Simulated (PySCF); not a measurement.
# O₂: from the state search to spectroscopic constants

An exercise on one series of results from a longer session: the logs are not shown, and one member is left open.

Program: PySCF 2.14.0. Level of theory: O x2c-SVPall, spin-free X2C with a Gaussian nucleus. These are calculated values, not measurements.

Set-up of the first run:

The job is set up so:

```yaml
atoms: O, O
charge: 0
basis: O x2c-SVPall
Hamiltonian: spin-free X2C with a Gaussian nucleus
basis_functions: 28
electrons_treated: 16
masses_in_u: 15.9949, 15.9949
levels: PBE0, PBE, r²SCAN, PW91, revPBE, M06-2X, CAM-B3LYP, HF, MP2, SCS-MP2, CCSD, CCSD(T)
grid: 80 radial by 434 angular points
occupations: held fixed by the projection of orbital angular momentum
dissociation_limit: O + O, each in its ground configuration
starting_distance_in_angstrom: 1.200
values_of_2S_to_try: 0, 2, 4
```

Command:

```console
$ OMP_NUM_THREADS=1 python dia.py task.json out
```

Among the steps run: The job; First curve: PBE0; Other states along the same grid; PBE (GGA); r²SCAN; PW91; revPBE (GGA); M06-2X (hybrid meta-GGA); CAM-B3LYP; UHF; Correlated methods on the Hartree–Fock reference.

One of the session's tables, all rows but one given; the rest of the session is left out.

Differences from the measured constants:

| level | Re (mÅ) | ωe (%) |
| --- | --- | --- |
| UHF | -54 | +29.5 |
| UHF-MP2 | +13 | -5.9 |
| UHF-SCS-MP2 | 0 | +1.2 |
| UHF-CCSD | -9 | +8.2 |
| UHF-CCSD(T) | -1 | +3.7 |
| PBE | +6 | +1.7 |
| revPBE | +10 | +0.5 |
| PW91 | +6 | +1.6 |
| r²SCAN | -5 | +6.0 |
| PBE0 | ? | ? |
| M06-2X | -24 | +15.5 |
| CAM-B3LYP | -16 | +11.6 |

**Question.** Estimate the row for PBE0.

As computed: Re (mÅ): -19; ωe (%): +12.1. In the column «Re (mÅ)» it lies between M06-2X (-24) and CAM-B3LYP (-16).
